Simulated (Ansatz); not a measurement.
**AlP (triplet): wave-function methods side by side, cc-pVTZ**

The task here is to estimate one member of a computed series from the others.

Program: Ansatz 0.2.0, Gaussian basis. Level of theory: cc-pVTZ, core rule «outside noble gas», up to 10 orbitals frozen. These are calculated values, not measurements.

To be run: UHF; CCSD(T) on ROHF; CCSD(T) on UHF; BCCD(T) on ROHF; CISD; CCSDT(Q) on ROHF; CCSDT(Q) on UHF; CASSCF and MRCISD+Q, 8 electrons in 8 orbitals; CASSCF and NEVPT2, 8 electrons in 8 orbitals.

8 further runs of the same task are left out: 4 for a known fault of the program, 4 set aside as unsound or not needed.

## The system

The geometry is a PBE0/def2-TZVP stationary point (not a proven minimum) of the parent state, kept for this charge and spin.

2 atoms, charge 0, spin multiplicity 3.

Atoms are counted from 1 here; the program's logs count them from 0.

Bond lengths: Al1–P2 2.073 Å.

Set-up of the first run:

in.yaml

```yaml
crystal:
  periodic: [false, false, false]
  atoms:
    - {symbol: Al, position_ang: [0.000000, 0.000000, 0.000000]}
    - {symbol: P, position_ang: [0.000000, 0.000000, 2.072600]}
basis:
  gaussian: {orbitals: cc-pVTZ}
magnetization: {spin_polarized: true, initial_magnetization: 2}
hamiltonian: {xc: hf}
output: {orbitals: {seedname: orbitals}}
```

Run with:

```console
ansatz run in.yaml --threads 1 --pin off --events-out ev --progress --plain --max-ram 4096MiB --backend cpu
```

Steps of the session up to this table: UHF; CCSD(T) on ROHF; CCSD(T) on UHF; BCCD(T) on ROHF; CISD; CCSDT(Q) on ROHF; CCSDT(Q) on UHF; CASSCF and MRCISD+Q, 8 electrons in 8 orbitals; CASSCF and NEVPT2, 8 electrons in 8 orbitals.

One table of the session follows, with a row left open; its other results are not shown here.

It belongs to the step «Misses and costs». 

```
          method  from RCCSDT(Q) (meV)
            ROHF               +5809.1
             UHF               +5576.1
            RMP2               +1040.2
            UMP2               +1102.9
            CISD                +757.4
           RCCSD                +416.3
           UCCSD                     ?
        RCCSD(T)                 +64.8
        UCCSD(T)                 +68.6
         BCCD(T)                 +69.8
          RCCSDT                 +27.5
       RCCSDT(Q)                     0
  CASSCF valence               +4162.6
  NEVPT2 valence                +999.4
  MRCISD valence                +398.9
MRCISD+Q valence                 +58.4
```

Estimate the missing values for UCCSD.

As computed: from RCCSDT(Q) (meV): +398.2. In the column «from RCCSDT(Q) (meV)» it lies between BCCD(T) (+69.8) and MRCISD valence (+398.9).

Caveats from the session: Warnings: spin contamination; coupled cluster took another determinant than the lowest. Restricted and unrestricted rows rest on different reference determinants; where their highest levels disagree by more than a few hundredths of an eV, they describe different states and don't form one ladder.
